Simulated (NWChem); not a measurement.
Species: SiO cation, doublet; SMILES of the neutral closed-shell parent O=[Si]

```xyz
2

Si     0.0000     0.0000     0.5666
O      0.0000     0.0000    -0.9718
```
Atoms are numbered in this order, from 1.

Computed with NWChem. Spin-unrestricted. Coordinates come from a B3LYP/6-31G* (spherical d), spin-unrestricted optimisation. The spin multiplicity was typed, not searched, and may not be the lowest. No stability test was run on the SCF state. Vertical excitations in the gas phase; the lowest state need not have the same character in each row. Excited states of an open shell can be spin-contaminated.

For level LDA (Slater exchange, VWN5)/def2-SVPD, TDA:

| Property | Value |
|---|---|
| lowest excitation (eV) | 0.77 |
| lowest state with f > 0.02 (eV) | 3.90 |
| oscillator strength of that bright state | 0.042 |
| lowest empty minus highest occupied level, either spin (eV) | 0.75 |

**Question.** What are these values for level PBE0/def2-SVPD, TDA?

**Answer.** lowest excitation (eV): 0.63
lowest state with f > 0.02 (eV): 3.66
oscillator strength of that bright state: 0.061
lowest empty minus highest occupied level, either spin (eV): 3.68
